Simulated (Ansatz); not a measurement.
**C4H9FO: up Jacob's ladder to CCSD(T)**

How much do the methods differ for C4H9FO? The plan is to run it at one geometry with functionals of several rungs and with coupled cluster, and see how far each lands from CCSD(T) at the basis-set limit for the atomisation energy.

Program: Ansatz 0.2.0, Gaussian basis. Level of theory: functionals in def2-TZVPP, the program's frozen cores in correlated methods. These are calculated values, not measurements.

The runs, in order: PBE-D4, r2SCAN-D4, PBE0-D4, B3LYP-D4, ωB97X-V, ωB97M-V, B2PLYP; CCSD(T)/def2-TZVPP; MP2/def2-QZVPP; extrapolation to the limit.

## 1. The geometry

The geometry comes from an earlier relaxation with PBE0-D4 in a triple-zeta def2 set; it is a stationary point, not always the lowest conformer.

SMILES `CCCOCF`, 15 atoms, charge 0, spin multiplicity 1.

Atoms are counted from 1 here; the program's logs count them from 0.

Bond lengths: C1–C2 1.519 Å, C1–H7 1.091 Å, C1–H8 1.094 Å, C1–H9 1.094 Å, C2–C3 1.515 Å, C2–H10 1.094 Å, C2–H11 1.092 Å, C3–O4 1.421 Å, C3–H12 1.099 Å, C3–H13 1.094 Å, O4–C5 1.359 Å, C5–F6 1.387 Å, C5–H14 1.099 Å, C5–H15 1.092 Å. Angles: C2–C1–H7 111.1°, C2–C1–H8 111.4°, C2–C1–H9 111.4°, H7–C1–H8 107.5°, H7–C1–H9 107.6°, H8–C1–H9 107.6°, C1–C2–C3 111.3°, C1–C2–H10 110.4°, C1–C2–H11 110.5°, C3–C2–H10 108.4°, C3–C2–H11 109.4°, H10–C2–H11 106.7°, C2–C3–O4 113.3°, C2–C3–H12 110.5°, C2–C3–H13 110.0°, O4–C3–H12 109.4°, O4–C3–H13 105.8°, H12–C3–H13 107.6° and more.

## 2. PBE-D4 (GGA)

in.yaml reads:

```yaml
crystal:
  periodic: [false, false, false]
  atoms:
    - {symbol: C, position_ang: [1.029845, -0.531028, -1.860470]}
    - {symbol: C, position_ang: [0.517983, -0.701266, -0.440472]}
    - {symbol: C, position_ang: [-0.705602, 0.156106, -0.189546]}
    - {symbol: O, position_ang: [-1.280920, -0.048388, 1.093545]}
    - {symbol: C, position_ang: [-0.830268, 0.766221, 2.084196]}
    - {symbol: F, position_ang: [0.440977, 0.411473, 2.511395]}
    - {symbol: H, position_ang: [1.905338, -1.157224, -2.041030]}
    - {symbol: H, position_ang: [1.319735, 0.504838, -2.058612]}
    - {symbol: H, position_ang: [0.268387, -0.807237, -2.595496]}
    - {symbol: H, position_ang: [0.250940, -1.745783, -0.254422]}
    - {symbol: H, position_ang: [1.296212, -0.442521, 0.281084]}
    - {symbol: H, position_ang: [-0.462911, 1.220866, -0.315464]}
    - {symbol: H, position_ang: [-1.489823, -0.091807, -0.910632]}
    - {symbol: H, position_ang: [-0.758845, 1.812820, 1.758149]}
    - {symbol: H, position_ang: [-1.501038, 0.652929, 2.937784]}
basis:
  gaussian: {orbitals: def2-TZVPP}
hamiltonian: {xc: pbe, dispersion: d4}
output: {forces: true, orbitals: {seedname: orbitals}}
```

On the command line:

```console
$ ansatz run in.yaml --threads 2 --pin off --events-out ev --progress --plain --max-ram 22528MiB --backend cuda --devices 0, --max-vram 18GiB
```

After this run come: r2SCAN-D4 (meta-GGA); PBE0-D4 (hybrid); B3LYP-D4 (hybrid); ωB97X-V (range-separated); ωB97M-V (range-separated); B2PLYP (double hybrid); CCSD(T) in def2-TZVPP; MP2 in def2-QZVPP.

**Question.** What will the summary of the whole plan be? Wanted: atomisation energy, CCSD(T)/CBS; farthest; mean size of error, hybrid; mean size of error, range-separated; gap, smallest and largest; T1 diagnostic; triples share of the correlation energy.

**Answer**, as computed:

| quantity | value |
| --- | --- |
| atomisation energy, CCSD(T)/CBS | 1405.4 kcal/mol |
| functionals within 7.0 kcal/mol (0.5 %) | r2SCAN-D4, PBE0-D4, B3LYP-D4, ωB97X-V, ωB97M-V |
| farthest | PBE-D4 (+32.3 kcal/mol) |
| mean size of error, hybrid | 3.6 kcal/mol |
| mean size of error, range-separated | 3.2 kcal/mol |
| gap, smallest and largest | 7.22 eV (PBE-D4), 13.89 eV (ωB97X-V) |
| T1 diagnostic | 0.0107 |
| triples share of the correlation energy | 3.5 % |

PBE-D4 is off by +32.3 kcal/mol. Double hybrids carry the basis error of their MP2 part in triple zeta, and no dispersion term here, so their miss is partly the set-up's. The reference freezes the cores and leaves out relativity and excitations past (T), so misses under about 7.0 kcal/mol can't be ranked. Hartree-Fock recovers 73 % of the binding; the rest is correlation. Orbital gaps span 7.2 to 13.9 eV; exact exchange widens them.
